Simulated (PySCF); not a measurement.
# State search for Li2

Unrestricted PBE0; Li def2-TZVP; no relativity (PySCF 2.14). Outer shells of the fragments: Li 2s1; Li 2s1.

Followed along the bond (rough minima from three points):

```json
{"2Ms+1": "1", "unpaired": "none", "⟨S²⟩ at the start": "0.00", "R at minimum (Å)": "2.74", "Te (eV)": "0.00"}
{"2Ms+1": "3", "unpaired": "σ ↑, π ↑", "⟨S²⟩ at the start": "2.00", "R at minimum (Å)": "2.61", "Te (eV)": "1.37"}
{"2Ms+1": "3", "unpaired": "σ ↑↑", "⟨S²⟩ at the start": "2.00", "R at minimum (Å)": "none in the scan", "Te (eV)": "≤ 0.90"}
```

Solutions found at the starting distance of 2.570 Å, counted from the lowest of them; the search is not exhaustive and high or unbound solutions are not listed, so other states can lie among these:

```
2Ms+1  unpaired   term  E (eV)  ⟨S²⟩  ⟨Lz²⟩
    1      none    ¹Σ⁺    0.00  0.00   0.00
    3      σ ↑↑    ³Σ⁺    1.13  2.00   0.00
    3  σ ↑, π ↑     ³Π    1.35  2.00   1.00
    1  σ ↑, π ↓  mixed    1.90  1.00   1.00
```

A term symbol is given only where ⟨S²⟩ and ⟨Lz²⟩ are close to those of a pure state; real π, δ and φ orbitals otherwise mix terms, and g/u labels are left off.

The measured ground state is X ¹Σg+ (Huber and Herzberg, Constants of Diatomic Molecules (1979)).

Counting both spins, an empty level lies below a filled one in some of these solutions, because spin and occupation are held.
